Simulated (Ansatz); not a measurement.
Born–Oppenheimer molecular dynamics of BClH3 (5 atoms, charge 0, multiplicity 2). It starts at the highest image of a converged band. Of that band: A vibrational analysis at the climbing image gives 2 clearly imaginary modes (1274i, 214i cm⁻¹): a point of higher order. A lower path may pass nearby, or the ends, which weren't checked, may share the extra mode.

Theory: UKS B3LYP-D4/6-31G* (Ansatz).

```
ensemble                      : NVE (velocity Verlet)
time step                     : 0.5 fs
steps asked                   : 200
starting velocities drawn for : 300 K
seed                          : 11183
```

First frame:

```xyz
5
Properties=species:S:1:pos:R:3
B 0.001 -0.001 -0.035
H 0.012 -0.001 1.440
Cl 1.543 0.000 -0.831
H -1.017 0.001 -0.655
H 0.041 0.001 2.397
```

Question: How far do the bonds stretch over the last three quarters of this one trajectory? (Pairs bonded in most of those frames.)

Answer: 
| bond | mean (Å) | spread (Å) | shortest | longest |
| --- | --- | --- | --- | --- |
| B1–Cl3 | 1.734 | 0.013 | 1.71 | 1.76 |
| B1–H4 | 1.200 | 0.045 | 1.13 | 1.26 |
| H2–H5 | 0.749 | 0.039 | 0.69 | 0.81 |

Mean temperature of the second half: 879 K. The conserved energy stayed within 0.36 meV per atom of its start (net change -0.26 meV per atom), so the integration is sound. The kinetic energy rose, since the run started high on the potential surface and went downhill. It ends in pieces (BClH + H2), so much of that is their flight and rotation, not heat. A run of 0.1 ps of so small a system gives no equilibrium averages.

The run took 2.1 min on 1 thread of Intel(R) Xeon(R) 6975P-C (Granite Rapids) (shared host), peak memory 0.12 GiB.
